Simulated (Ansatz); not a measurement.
## CH2BF, SMILES B[C]F: a composite energy at a relaxed geometry, step by step

Computed with the Ansatz DFT code, driven from Python.

Input file `ch2bf.xyz`:
```text
5

B    -0.55030    0.00370    0.06670
C     0.90600   -0.47800    0.46590
F     1.83280    0.10930   -0.37370
H    -0.82620    1.15160    0.10780
H    -1.36230   -0.78660   -0.26660
```

Notebook, run cell by cell (the value of a cell's last expression is shown):

```python
import itertools
import warnings

import ansatz
from ase.data import atomic_numbers, covalent_radii
import numpy as np
```

```python
params = {
    "basis_set": "def2-SVP",
    "xc": "B3LYP",
    "vdw": "d4",
}
```

```python
warnings.simplefilter("ignore", ansatz.DeckWarning)

mol = ansatz.Crystal.molecule_from_extxyz("ch2bf.xyz")
```

```python
base = (
    mol.calculation()
    .basis(gaussian=params["basis_set"])
    .functional(params["xc"], dispersion=params["vdw"])
    .spin("collinear", total=2)
)
symbols = [site.symbol for site in mol.cartesian_sites]
start = np.array([site.position_ang for site in mol.cartesian_sites], dtype=float)
data = base.relax(force_tolerance=0.01, max_steps=100).run(threads=1, backend="cpu").report
end = np.array(data["positions_ang"])
# pairs closer than 1.2 times the sum of covalent radii, before or after
radius = [covalent_radii[atomic_numbers[s]] for s in symbols]
span = lambda where, i, j: np.linalg.norm(where[i] - where[j])
bonded = [(i, j) for i, j in itertools.combinations(range(len(symbols)), 2) if min(span(start, i, j), span(end, i, j)) < 1.2 * (radius[i] + radius[j])]
print("pair        before    after (A)")
for i, j in bonded:
    print(f"{symbols[i]}{i}-{symbols[j]}{j}".ljust(10), f"{span(start, i, j):8.4f} {span(end, i, j):8.4f}")
```

    pair        before    after (A)
    B0-C1        1.5850   1.5143
    B0-H3        1.1813   1.2081
    B0-H4        1.1811   1.2009
    C1-F2        1.3816   1.2955

```python
minimum = ansatz.Crystal.molecule()
for symbol, place in zip(symbols, end):
    minimum = minimum.atom(symbol, place.tolist())
at_minimum = minimum.calculation().spin("collinear", total=2)
# MP2 extrapolated to the basis limit, plus the small-basis difference CCSD(T) - MP2
level = lambda method, basis: at_minimum.basis(gaussian=basis).correlation(method).run(threads=1, backend="cpu").report
small, large, cluster = level("mp2", "cc-pVDZ"), level("mp2", "cc-pVTZ"), level("ccsd_t", "cc-pVDZ")
corr = lambda each: (each["free_energy_ev"] - each["reference_energy_ev"]) / 27.211386246
mp2_limit = (27 * corr(large) - 8 * corr(small)) / 19
pieces = {"HF / cc-pVTZ": large["reference_energy_ev"] / 27.211386246, "MP2 correlation, DZ-TZ limit": mp2_limit, "CCSD(T) - MP2 / cc-pVDZ": corr(cluster) - corr(small)}
for name, value in pieces.items():
    print(f"{name:32s} {value:14.6f} Ha")
print(f"{'sum':32s} {sum(pieces.values()):14.6f} Ha")
print("T1 diagnostic", round(cluster["correlation"]["coupled_cluster"]["t1_diagnostic"], 4))
```

    HF / cc-pVTZ                        -163.106896 Ha
    MP2 correlation, DZ-TZ limit          -0.497982 Ha
    CCSD(T) - MP2 / cc-pVDZ               -0.041711 Ha
    sum                                 -163.646590 Ha
    T1 diagnostic 0.0238

Reading the output:
- Total energies depend on the basis set; only differences at equal settings carry meaning.
- The sum leaves out core correlation, relativity, the Hartree-Fock basis error and zero-point energy; a DZ-TZ extrapolation is rough.
- The run takes the species as open-shell (spin multiplicity 3), which needn't be its ground state.
- b3lyp holds the VWN-RPA fit, as in Gaussian; the form of ORCA and Turbomole is b3lyp5.
- Inner cores stay frozen, so this is valence correlation.
- An extrapolation from small basis sets is rough.
- Timing: 23 s on 1 thread of Arm Neoverse V1 (shared host), peak memory 0.25 GiB.
